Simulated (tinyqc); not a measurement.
Inside a calculation. Method: CIS on RHF in the sto-3g basis, frozen core, for H2O, spin multiplicity 1. One step of it, computed by the program tinyqc.

Question. CIS matrix, singlets. A(ia,jb) = (e_a - e_i) d_ij d_ab + 2 (ia|jb) - (ij|ab).

orbital energies (hartree): MO1 -20.250168, MO2 -1.241017, MO3 -0.586635, MO4 -0.446061, MO5 -0.388651, MO6 0.542059, MO7 0.679607

Two-electron integrals over orbitals (pq|rs), unique and non-zero (hartree); the lowest 1 orbital is frozen and left out:
```
(22|22) 0.724953    (32|22) 0.007310    (32|32) 0.138780    (33|22) 0.632574
(33|32) -0.003168   (33|33) 0.616864    (42|22) -0.007782   (42|32) 0.001828
(42|33) 0.005331    (42|42) 0.126899    (43|22) 0.007703    (43|32) 0.023299
(43|33) 0.004246    (43|42) -0.009061   (43|43) 0.051020    (44|22) 0.669822
(44|32) -0.008377   (44|33) 0.585366    (44|42) -0.100834   (44|43) 0.009738
(44|44) 0.749133    (52|52) 0.146598    (53|52) -0.004806   (53|53) 0.027994
(54|52) -0.045888   (54|53) 0.002771    (54|54) 0.052830    (55|22) 0.749462
(55|32) -0.004524   (55|33) 0.618100    (55|42) -0.073950   (55|43) 0.011351
(55|44) 0.713587    (55|55) 0.880159    (62|22) -0.133871   (62|32) 0.012610
(62|33) -0.070697   (62|42) -0.025685   (62|43) -0.007000   (62|44) -0.074281
(62|55) -0.147037   (62|62) 0.096401    (63|22) 0.036225    (63|32) 0.036331
(63|33) 0.021830    (63|42) -0.015343   (63|43) 0.033225    (63|44) 0.027701
(63|55) 0.043371    (63|62) -0.021050   (63|63) 0.075983    (64|22) -0.108012
(64|32) -0.015203   (64|33) -0.045206   (64|42) 0.039625    (64|43) -0.009355
(64|44) -0.125727   (64|55) -0.129542   (64|62) 0.057766    (64|63) -0.031691
(64|64) 0.083032    (65|52) -0.054308   (65|53) 0.006583    (65|54) -0.001641
(65|65) 0.036108    (66|22) 0.602727    (66|32) -0.036129   (66|33) 0.563639
(66|42) 0.052142    (66|43) -0.022725   (66|44) 0.551164    (66|55) 0.584686
(66|62) -0.091420   (66|63) -0.015504   (66|64) -0.040028   (66|66) 0.607402
(72|22) -0.036398   (72|32) -0.044184   (72|33) -0.013162   (72|42) 0.000447
(72|43) 0.031628    (72|44) -0.024975   (72|55) -0.039436   (72|62) 0.009490
(72|63) 0.028097    (72|64) 0.017696    (72|66) -0.024521   (72|72) 0.067177
(73|22) -0.143513   (73|32) 0.017293    (73|33) -0.087583   (73|42) 0.075186
(73|43) -0.001371   (73|44) -0.149974   (73|55) -0.189676   (73|62) 0.068429
(73|63) -0.016323   (73|64) 0.081797    (73|66) -0.047727   (73|72) 0.025094
(73|73) 0.151556    (74|22) -0.010085   (74|32) 0.073600    (74|33) -0.008671
(74|42) 0.000869    (74|43) 0.002832    (74|44) -0.018587   (74|55) -0.016218
(74|62) 0.014713    (74|63) 0.042767    (74|64) -0.005052   (74|66) -0.031323
(74|72) -0.013670   (74|73) 0.023363    (74|74) 0.067333    (75|52) -0.014112
(75|53) -0.022812   (75|54) 0.001428    (75|65) 0.002880    (75|75) 0.025411
(76|22) 0.004673    (76|32) 0.085178    (76|33) -0.006730   (76|42) 0.012788
(76|43) 0.048294    (76|44) -0.013992   (76|55) -0.004452   (76|62) -0.006023
(76|63) 0.055494    (76|64) -0.015765   (76|66) -0.036130   (76|72) 0.006437
(76|73) 0.024570    (76|74) 0.050597    (76|76) 0.097511    (77|22) 0.620339
(77|32) 0.041712    (77|33) 0.597586    (77|42) -0.013866   (77|43) 0.025023
(77|44) 0.592265    (77|55) 0.618167    (77|62) -0.064695   (77|63) 0.047918
(77|64) -0.053288   (77|66) 0.542886    (77|72) -0.015317   (77|73) -0.082757
(77|74) 0.020231    (77|76) 0.035822    (77|77) 0.627480
```

Give: CIS matrix A, singlet.

Answer.

CIS matrix A, singlet (hartree), order 2>6, 2>7, 3>6, 3>7, 4>6, 4>7, 5>6, 5>7:
$$\begin{pmatrix}
1.373 & 0.014 & -0.006 & 0.052 & 0.063 & 0.017 & 0.000 & 0.000 \\
0.014 & 1.435 & -0.029 & 0.008 & 0.023 & -0.013 & 0.000 & 0.000 \\
-0.006 & -0.029 & 0.717 & -0.026 & -0.041 & 0.037 & 0.000 & 0.000 \\
0.052 & 0.008 & -0.026 & 0.972 & 0.115 & 0.022 & 0.000 & 0.000 \\
0.063 & 0.023 & -0.041 & 0.115 & 0.603 & 0.004 & 0.000 & 0.000 \\
0.017 & -0.013 & 0.037 & 0.022 & 0.004 & 0.668 & 0.000 & 0.000 \\
0.000 & 0.000 & 0.000 & 0.000 & 0.000 & 0.000 & 0.418 & 0.010 \\
0.000 & 0.000 & 0.000 & 0.000 & 0.000 & 0.000 & 0.010 & 0.501
\end{pmatrix}$$
